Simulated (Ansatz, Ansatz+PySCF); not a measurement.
| atom | x (Å) | y (Å) | z (Å) |
| --- | --- | --- | --- |
| O | -0.0324 | 0.8727 | -0.7324 |
| H | -0.0169 | 1.5993 | -0.0628 |
| Cl | -0.0318 | -0.4886 | 0.3044 |

RHF-MP2 on singlet HClO was run in several spherical basis sets with Ansatz (development build ahead of 0.2.0). Frozen core: 6 orbitals.

(1) Rank the basis sets by the total energy that they give, lowest first, with the distance from the lowest.
A. def2-SVP
B. 6-31G
C. 6-31G(d)
D. aug-cc-pVDZ
E. def2-TZVP

Results:

(1) E (0.00 eV), D (2.76 eV), C (5.31 eV), A (9.89 eV), B (10.44 eV).

Totals follow the description of the cores as much as that of the bonds, so this order isn't one of quality for chemistry.
